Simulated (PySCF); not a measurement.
# C: ionisation energy

C [He] 2s2 2p2 (3P) → C+ [He] 2s2 2p1 (2P), as a difference of total energies. Computed with PySCF 2.14 in def2-SVP, with the non-relativistic Hamiltonian (point nucleus). Correlated levels: valence: 1s2 frozen. The calculations carry no spin-orbit coupling.

```json
{"method": "UHF", "ionisation energy (eV)": "10.913", "error (eV)": "-0.349"}
{"method": "M06-L", "ionisation energy (eV)": "11.480", "error (eV)": "+0.218"}
{"method": "B3LYP", "ionisation energy (eV)": "11.597", "error (eV)": "+0.335"}
{"method": "MP2 (valence)", "ionisation energy (eV)": "11.138", "error (eV)": "-0.124"}
{"method": "SCS-MP2 (valence)", "ionisation energy (eV)": "11.027", "error (eV)": "-0.235"}
{"method": "CCSD (valence)", "ionisation energy (eV)": "10.981", "error (eV)": "-0.281"}
{"method": "CCSD(T) (valence)", "ionisation energy (eV)": "10.988", "error (eV)": "-0.274"}
```

Reference: 11.262 eV (measured; NIST levels, between the centres of gravity of the two terms).

Errors of the correlated levels include the incompleteness of this basis and the frozen core.
